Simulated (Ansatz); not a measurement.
A structure relaxed at B3LYP-D4/def2-TZVP in Ansatz, charge 0, singlet:

```xyz
4

P    -0.183   -0.867   -1.532
P     1.340    1.609    1.159
P     0.258    0.311    0.223
P    -1.414   -1.053    0.149
```

(1) Give its formula and point group.

(2) Summarise the bond lengths by kind (pairs closer than 1.2 times the sum of covalent radii, bridged metal pairs left out).

## Answers

(1) P₄. Point group C2v (tolerance 0.1 Å).

(2) 4 × P–P 1.93 to 2.16 Å.

The restricted singlet is unstable towards broken spin symmetry in Hartree–Fock (as tested in another run); at B3LYP-D4/def2-TZVP this wasn't settled. Another isomer (singlet) lies 3.43 eV lower at PBE0-D4/def2-TZVP; other spin states weren't run for this one.
